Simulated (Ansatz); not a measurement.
Relaxation of CH$_{9}$AlSi (12 atoms, charge 0, multiplicity 1), to a largest force component of 0.03 eV/Å in at most 50 steps.

The calculation used UHF/def2-SVP in Ansatz 0.2.0.

```xyz
12
Properties=species:S:1:pos:R:3
Al -1.535 -0.388 -0.471
C 1.476 0.715 -1.115
H -1.330 -1.576 -1.502
H -2.397 0.862 -0.923
H 0.902 0.520 -0.217
Si -0.684 -0.576 1.724
H 0.879 1.235 -1.863
H 1.844 -0.225 -1.525
H 2.326 1.339 -0.843
H 0.790 -0.770 1.745
H -1.276 -1.756 2.429
H -0.995 0.620 2.561
```

Task: Where does it end, and by what steps?

Result: It converged. The force dipped under the threshold on the way, but the program's further checks kept it going. After 14 steps the energy has fallen by 0.217 eV; H5 moved furthest, 0.92 Å.

| step | energy less start (eV) | largest force component (eV/Å) | accepted |
| --- | --- | --- | --- |
| 0 | 0.0000 | 1.510 | yes |
| 1 | -0.1656 | 0.125 | yes |
| 2 | -0.1921 | 0.145 | yes |
| 3 | -0.2004 | 0.379 | yes |
| 4 | -0.1959 | 0.299 | no |
| 5 | -0.2090 | 0.040 | yes |
| 6 | -0.2120 | 0.019 | yes |
| 7 | -0.2135 | 0.061 | yes |
| 8 | -0.2143 | 0.073 | yes |
| 9 | -0.2146 | 0.123 | yes |
| 10 | -0.2148 | 0.120 | yes |
| 11 | -0.2163 | 0.008 | yes |
| 12 | -0.2167 | 0.012 | yes |
| 13 | -0.2135 | 0.286 | no |
| 14 | -0.2173 | 0.029 | yes |

```xyz
12
Properties=species:S:1:pos:R:3
Al -1.620 -0.553 -0.391
C 1.746 0.965 -1.364
H -1.338 -1.735 -1.406
H -2.358 0.744 -0.919
H 1.657 1.033 -0.279
Si -0.963 -0.777 1.996
H 0.868 1.404 -1.838
H 1.846 -0.080 -1.662
H 2.632 1.515 -1.682
H 0.446 -1.238 2.125
H -1.824 -1.782 2.680
H -1.092 0.505 2.739
```

Whether the end is a true minimum wasn't checked by a vibrational analysis.

Time of the run: 13 s on 2 threads of Arm Neoverse V2, on a shared host, peak memory 0.2 GiB.
